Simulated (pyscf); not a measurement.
Thermochemistry of product channels of F–Mo(F)(F)(F)=S + NH₃ on the singlet surface, in kcal/mol, from ωB97M-D3(BJ)/def2-TZVP energies (ideal gas, 1 atm, RRHO with modes under 100 cm⁻¹ raised to 100, one conformer, R ln 2 for chiral ones without a mode under 150 cm⁻¹). PySCF, gas phase, ωB97X-D3(BJ)/def2-SVP geometries.

```tsv
products	ΔE	ΔH(298 K)	ΔG(298 K)	ΔG(900 K)
H₂N–Mo(F)(F)(F)(F)–SH	+17.6	+16.9	+26.9	+45.6
H₂N–Mo(F)(F)(F)=S + HF	+12.3	+11.3	+10.9	+8.9
```

These are energies of the channels, which say nothing of barriers. Elements past Kr carry the def2 core potentials, without spin-orbit coupling.
